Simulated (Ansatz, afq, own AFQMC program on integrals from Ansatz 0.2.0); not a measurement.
# B2H, quartet: energetics from AFQMC and coupled cluster

```xyz
3

B     0.0000    0.0000    0.1141
B     0.0000    0.0000   -1.4064
H     0.0000    0.0000    1.2923
```

Geometry: a PBE0/def2-TZVP stationary point, not shown to be a minimum. Basis cc-pVDZ. Only valence electrons are correlated. AFQMC by an in-house program on the Cholesky factors that Ansatz 0.2.0 writes for its CCSD(T) run. ph-AFQMC/CISD is guided by a CISD state made of CCSD amplitudes; releasing the constraint for a short imaginary time cuts its bias at the price of noise, slowly where states lie close. Error bars are statistical, one sigma.

Best estimates are CCSD(T) at the basis-set limit (def2-TZVPP/QZVPP) plus the step from CCSD(T) to the highest rung at hand in cc-pVDZ, named in the table (released AFQMC can keep some 10 meV of bias). No zero-point, core-correlation or spin–orbit terms. Other levels are in cc-pVDZ, the functionals in def2-TZVP; a dash marks a level that is missing or breaks spin symmetry for a member.

Cautions: B₂H (quartet): lower spins were not checked; B₂H⁺ (triplet): lower spins were not checked, the released energies are still falling, so no released level is given (meV from the phaseless value at times in 1/Eh: -6 ± 5 at 0.24, -8 ± 5 at 0.50, -12 ± 4 at 1.00, -17 ± 5 at 1.50), though the last usable value meets full CI within the noise, full CI with its own frozen core; row 1: this needn't be the first ionization.

```csv
process,PBE0 (eV)
"to charge +1, triplet (vertical)",9.68
to free atoms,8.05
```

(1) From these values, estimate the best estimates.

(1) 
| process | best estimate (eV) | highest rung |
| --- | --- | --- |
| to charge +1, triplet (vertical) | 9.59 | CCSDT(Q) |
| to free atoms | 7.45 | CCSDT(Q) |

Errors against the best estimates in eV, in the same order:

```csv
level,"error, 1","error, 2"
MP2,-0.19,-0.21
CCSD(T),-0.14,-0.66
ph-AFQMC/CISD,-0.13 ± 0.008,-0.65 ± 0.006
CCSD(T)/CBS,-0.01,-0.01
PBE,0.18,0.70
r2SCAN,0.17,0.85
PBE0,0.09,0.60
B3LYP,-0.04,0.24
wB97M-V,-0.06,0.25
B2PLYP,-0.17,0.12
```

Cost at the first geometry: PBE0/cc-pVDZ, 0.49 s on 1 thread of Arm Neoverse V1, with other jobs on the host; UCCSD(T)/cc-pVDZ, 0.48 s on 1 thread of Arm Neoverse V1, with other jobs on the host; CCSDT(Q), 3.7 s on 1 thread of Arm Neoverse V1, with other jobs on the host; ph-AFQMC/CISD with release, 2.1 min on 1 thread of Arm Neoverse V1, with other jobs on the host.

Best estimates are given only where the step beyond CCSD(T) is under 0.3 eV and no member's determinant is very poor (T1 over 0.05, or 0.07 for open shells, ⟨S²⟩ too high by 0.3, two states mixed), so the hardest cases are missing from such tables.

The functionals ran in a triple-zeta set and keep a basis error of their own, a few kJ/mol for each bond in atomization energies and more for double hybrids, so close places among them and the extrapolated levels can swap.

CCSDT and higher add their correlation energy to the determinant of the CCSD(T) run, since their own runs factorise the integrals more tightly (a shift of under 2 meV). Each member of a difference takes its own highest rung, so a best estimate needn't equal the limit plus the step of one row. A walk keeps the symmetry of its determinant, which the program's search chose and which needn't be the lowest solution, so a lower state of the same spin and another symmetry isn't excluded.
